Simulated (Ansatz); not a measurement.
## Molecular dynamics of BFH5N

The input (input.yaml):

```yaml
crystal:
  periodic: [false, false, false]
  atoms:
    - { symbol: B, position_ang: [0.079077, 0.25499, -0.007488] }
    - { symbol: F, position_ang: [0.272231, 0.204311, 1.69319] }
    - { symbol: "N", position_ang: [1.247617, -0.031176, -0.753761] }
    - { symbol: H, position_ang: [1.293357, -0.858926, -1.345365] }
    - { symbol: H, position_ang: [2.160777, 0.375003, -0.554048] }
    - { symbol: H, position_ang: [-0.985753, -0.249882, -0.286456] }
    - { symbol: H, position_ang: [-0.094343, 1.604124, 0.165567] }
    - { symbol: H, position_ang: [0.060838, 1.227054, 1.092563] }
basis:
  gaussian: { orbitals: def2-SVP }
hamiltonian:
  xc: pbe
md:
  timestep: 0.5
  n_steps: 200
  ensemble: nve
  temperature: 300.0
  initial_velocities: maxwell_boltzmann
  seed: 6722
```

Launched with:

```bash
$ ansatz run input.yaml --threads 1 --pin off --max-ram 2048MiB --backend cpu --events-out ev --progress --plain --runs-dir out
```

It starts at the highest image of a converged band. Of that band: The profile has 2 maxima (images 3, 6) with wells between them (image 5): this band takes more than one step, which may be the mechanism or a detour left from its start path. Neighbouring images differ by up to 1.9 eV, so the band resolves the path poorly. A vibrational analysis at the climbing image gives one clearly imaginary mode, 930i cm⁻¹: a first-order saddle point.

Output, in part (one step line in 4, the closing report, with atoms numbered from 0):

```
md step     0: t =     0.00 fs  T =   300.0 K  F+E_penalty+E_count = -4954.97628254 eV  E_kin = 0.232668 eV  conserved = -4954.74361454 eV  (25 SCF iters)
md step     4: t =     2.00 fs  T =   212.7 K  F+E_penalty+E_count = -4954.90742217 eV  E_kin = 0.164940 eV  conserved = -4954.74248215 eV  (30 SCF iters)
md step     8: t =     4.00 fs  T =   162.5 K  F+E_penalty+E_count = -4954.86909308 eV  E_kin = 0.126058 eV  conserved = -4954.74303511 eV  (30 SCF iters)
md step    12: t =     6.00 fs  T =    89.7 K  F+E_penalty+E_count = -4954.81207659 eV  E_kin = 0.069591 eV  conserved = -4954.74248516 eV  (30 SCF iters)
md step    16: t =     8.00 fs  T =   104.9 K  F+E_penalty+E_count = -4954.82404898 eV  E_kin = 0.081357 eV  conserved = -4954.74269229 eV  (30 SCF iters)
md step    20: t =    10.00 fs  T =   162.2 K  F+E_penalty+E_count = -4954.86878536 eV  E_kin = 0.125787 eV  conserved = -4954.74299857 eV  (30 SCF iters)
md step    24: t =    12.00 fs  T =   190.5 K  F+E_penalty+E_count = -4954.89030534 eV  E_kin = 0.147716 eV  conserved = -4954.74258965 eV  (30 SCF iters)
md step    28: t =    14.00 fs  T =   245.1 K  F+E_penalty+E_count = -4954.93349910 eV  E_kin = 0.190113 eV  conserved = -4954.74338585 eV  (30 SCF iters)
md step    32: t =    16.00 fs  T =   192.5 K  F+E_penalty+E_count = -4954.89148176 eV  E_kin = 0.149320 eV  conserved = -4954.74216130 eV  (31 SCF iters)
md step    36: t =    18.00 fs  T =   267.0 K  F+E_penalty+E_count = -4954.95010835 eV  E_kin = 0.207047 eV  conserved = -4954.74306089 eV  (29 SCF iters)
md step    40: t =    20.00 fs  T =   336.3 K  F+E_penalty+E_count = -4955.00341373 eV  E_kin = 0.260810 eV  conserved = -4954.74260328 eV  (29 SCF iters)
md step    44: t =    22.00 fs  T =   431.8 K  F+E_penalty+E_count = -4955.07838759 eV  E_kin = 0.334861 eV  conserved = -4954.74352646 eV  (29 SCF iters)
md step    48: t =    24.00 fs  T =   454.4 K  F+E_penalty+E_count = -4955.09516122 eV  E_kin = 0.352442 eV  conserved = -4954.74271940 eV  (28 SCF iters)
md step    52: t =    26.00 fs  T =   545.9 K  F+E_penalty+E_count = -4955.16655517 eV  E_kin = 0.423383 eV  conserved = -4954.74317211 eV  (29 SCF iters)
md step    56: t =    28.00 fs  T =   616.9 K  F+E_penalty+E_count = -4955.22169646 eV  E_kin = 0.478480 eV  conserved = -4954.74321629 eV  (29 SCF iters)
md step    60: t =    30.00 fs  T =   662.0 K  F+E_penalty+E_count = -4955.25640345 eV  E_kin = 0.513400 eV  conserved = -4954.74300320 eV  (29 SCF iters)
md step    64: t =    32.00 fs  T =   691.6 K  F+E_penalty+E_count = -4955.27947182 eV  E_kin = 0.536414 eV  conserved = -4954.74305742 eV  (29 SCF iters)
md step    68: t =    34.00 fs  T =   754.2 K  F+E_penalty+E_count = -4955.32789915 eV  E_kin = 0.584896 eV  conserved = -4954.74300300 eV  (28 SCF iters)
md step    72: t =    36.00 fs  T =   868.4 K  F+E_penalty+E_count = -4955.41718011 eV  E_kin = 0.673522 eV  conserved = -4954.74365847 eV  (28 SCF iters)
md step    76: t =    38.00 fs  T =   853.4 K  F+E_penalty+E_count = -4955.40457017 eV  E_kin = 0.661856 eV  conserved = -4954.74271426 eV  (27 SCF iters)
md step    80: t =    40.00 fs  T =   885.7 K  F+E_penalty+E_count = -4955.43036891 eV  E_kin = 0.686890 eV  conserved = -4954.74347926 eV  (29 SCF iters)
md step    84: t =    42.00 fs  T =   902.1 K  F+E_penalty+E_count = -4955.44315112 eV  E_kin = 0.699661 eV  conserved = -4954.74348967 eV  (28 SCF iters)
md step    88: t =    44.00 fs  T =   836.3 K  F+E_penalty+E_count = -4955.39153807 eV  E_kin = 0.648613 eV  conserved = -4954.74292504 eV  (28 SCF iters)
md step    92: t =    46.00 fs  T =   792.0 K  F+E_penalty+E_count = -4955.35697874 eV  E_kin = 0.614210 eV  conserved = -4954.74276902 eV  (27 SCF iters)
md step    96: t =    48.00 fs  T =   833.5 K  F+E_penalty+E_count = -4955.38988556 eV  E_kin = 0.646447 eV  conserved = -4954.74343902 eV  (28 SCF iters)
md step   100: t =    50.00 fs  T =   846.4 K  F+E_penalty+E_count = -4955.39937568 eV  E_kin = 0.656416 eV  conserved = -4954.74295960 eV  (29 SCF iters)
md step   104: t =    52.00 fs  T =   845.7 K  F+E_penalty+E_count = -4955.39912699 eV  E_kin = 0.655895 eV  conserved = -4954.74323180 eV  (29 SCF iters)
md step   108: t =    54.00 fs  T =   863.5 K  F+E_penalty+E_count = -4955.41220939 eV  E_kin = 0.669700 eV  conserved = -4954.74250938 eV  (28 SCF iters)
md step   112: t =    56.00 fs  T =   983.0 K  F+E_penalty+E_count = -4955.50686676 eV  E_kin = 0.762394 eV  conserved = -4954.74447252 eV  (29 SCF iters)
md step   116: t =    58.00 fs  T =   857.9 K  F+E_penalty+E_count = -4955.40709473 eV  E_kin = 0.665316 eV  conserved = -4954.74177872 eV  (28 SCF iters)
md step   120: t =    60.00 fs  T =   934.1 K  F+E_penalty+E_count = -4955.46869491 eV  E_kin = 0.724469 eV  conserved = -4954.74422581 eV  (29 SCF iters)
md step   124: t =    62.00 fs  T =   867.2 K  F+E_penalty+E_count = -4955.41485256 eV  E_kin = 0.672554 eV  conserved = -4954.74229845 eV  (30 SCF iters)
md step   128: t =    64.00 fs  T =   902.5 K  F+E_penalty+E_count = -4955.44418161 eV  E_kin = 0.699934 eV  conserved = -4954.74424715 eV  (26 SCF iters)
md step   132: t =    66.00 fs  T =   741.0 K  F+E_penalty+E_count = -4955.31648735 eV  E_kin = 0.574684 eV  conserved = -4954.74180287 eV  (28 SCF iters)
md step   136: t =    68.00 fs  T =   825.9 K  F+E_penalty+E_count = -4955.38466893 eV  E_kin = 0.640505 eV  conserved = -4954.74416357 eV  (29 SCF iters)
md step   140: t =    70.00 fs  T =   794.2 K  F+E_penalty+E_count = -4955.35880991 eV  E_kin = 0.615937 eV  conserved = -4954.74287254 eV  (29 SCF iters)
md step   144: t =    72.00 fs  T =   781.1 K  F+E_penalty+E_count = -4955.34835257 eV  E_kin = 0.605825 eV  conserved = -4954.74252803 eV  (29 SCF iters)
md step   148: t =    74.00 fs  T =   872.5 K  F+E_penalty+E_count = -4955.42034482 eV  E_kin = 0.676700 eV  conserved = -4954.74364435 eV  (29 SCF iters)
md step   152: t =    76.00 fs  T =   903.3 K  F+E_penalty+E_count = -4955.44378827 eV  E_kin = 0.700544 eV  conserved = -4954.74324427 eV  (30 SCF iters)
md step   156: t =    78.00 fs  T =   905.3 K  F+E_penalty+E_count = -4955.44564954 eV  E_kin = 0.702100 eV  conserved = -4954.74354965 eV  (30 SCF iters)
md step   160: t =    80.00 fs  T =   823.3 K  F+E_penalty+E_count = -4955.38077773 eV  E_kin = 0.638503 eV  conserved = -4954.74227463 eV  (29 SCF iters)
md step   164: t =    82.00 fs  T =   884.8 K  F+E_penalty+E_count = -4955.43056628 eV  E_kin = 0.686236 eV  conserved = -4954.74433013 eV  (29 SCF iters)
md step   168: t =    84.00 fs  T =   756.2 K  F+E_penalty+E_count = -4955.32905499 eV  E_kin = 0.586464 eV  conserved = -4954.74259110 eV  (29 SCF iters)
md step   172: t =    86.00 fs  T =   717.8 K  F+E_penalty+E_count = -4955.29971175 eV  E_kin = 0.556719 eV  conserved = -4954.74299295 eV  (28 SCF iters)
md step   176: t =    88.00 fs  T =   731.7 K  F+E_penalty+E_count = -4955.31041793 eV  E_kin = 0.567508 eV  conserved = -4954.74291008 eV  (29 SCF iters)
md step   180: t =    90.00 fs  T =   769.8 K  F+E_penalty+E_count = -4955.34077980 eV  E_kin = 0.597041 eV  conserved = -4954.74373879 eV  (30 SCF iters)
md step   184: t =    92.00 fs  T =   732.0 K  F+E_penalty+E_count = -4955.31009690 eV  E_kin = 0.567694 eV  conserved = -4954.74240257 eV  (29 SCF iters)
md step   188: t =    94.00 fs  T =   796.5 K  F+E_penalty+E_count = -4955.36128456 eV  E_kin = 0.617726 eV  conserved = -4954.74355903 eV  (28 SCF iters)
md step   192: t =    96.00 fs  T =   799.5 K  F+E_penalty+E_count = -4955.36307179 eV  E_kin = 0.620085 eV  conserved = -4954.74298715 eV  (29 SCF iters)
md step   196: t =    98.00 fs  T =   809.4 K  F+E_penalty+E_count = -4955.37126626 eV  E_kin = 0.627718 eV  conserved = -4954.74354777 eV  (28 SCF iters)
md step   200: t =   100.00 fs  T =   765.9 K  F+E_penalty+E_count = -4955.33603656 eV  E_kin = 0.594038 eV  conserved = -4954.74199833 eV  (26 SCF iters)
Total energy: -4955.33607029 eV, -182.1052417356 hartree
Atom 0 at    -0.026358     0.443069    -1.380170 Å, force    -0.040500     0.607050    -0.344879 eV/Å
Atom 1 at     0.315636     0.122342     2.845847 Å, force     0.782161    -2.087112     0.768884 eV/Å
Atom 2 at     1.262443    -0.037595    -1.134864 Å, force    -0.071145    -1.256400     0.344983 eV/Å
Atom 3 at     1.525066    -0.994693    -0.792774 Å, force    -0.587868     1.004825    -0.168851 eV/Å
Atom 4 at     2.088530     0.481310    -1.375295 Å, force     0.615936     0.485587    -0.266374 eV/Å
Atom 5 at    -0.969559    -0.271212    -1.046204 Å, force     0.093098     0.282463    -0.175382 eV/Å
Atom 6 at    -0.127756     1.588140    -1.958366 Å, force    -0.012782    -1.114294     0.694577 eV/Å
Atom 7 at     0.025195     0.910958     2.536724 Å, force    -0.778901     2.077882    -0.852958 eV/Å
Dipole moment:     0.348857     0.116113    -0.059723 e Å
```

The run went to its last step. The conserved energy stayed within 0.3 meV per atom of its start (net change 0.2 meV per atom), so the integration is sound. The kinetic energy rose, since the run started high on the potential surface and went downhill. It ends in pieces (BH4N + FH), so much of that is their flight and rotation, not heat. A run of 0.1 ps of so small a system gives no equilibrium averages. The orbitals stay closed-shell, which can raise the energy where a bond breaks towards radicals; this wasn't checked here.

Between its relaxed ends the band would form B1–H7, F2–H8 and break B1–F2, H7–H8. These pairs go: B1–H7 1.37 → 1.29 Å, F2–H8 1.20 → 0.90 Å, B1–F2 1.71 → 4.25 Å, H7–H8 1.01 → 4.55 Å. In the last frame they stand as after the step (other bonds may differ from the relaxed reactants and products). It ends as BH4N + FH. Pairs count as bonded within 1.25 times the sum of covalent radii (0.12 Å more for H–H).

Last frame:

```xyz
8
Properties=species:S:1:pos:R:3
B -0.026 0.443 -1.380
F 0.316 0.122 2.846
N 1.262 -0.038 -1.135
H 1.525 -0.995 -0.793
H 2.088 0.481 -1.375
H -0.970 -0.271 -1.046
H -0.128 1.588 -1.958
H 0.025 0.911 2.537
```

The run took 3.6 min on 1 thread of Arm Neoverse V2, on a shared host, peak memory 0.1 GiB.
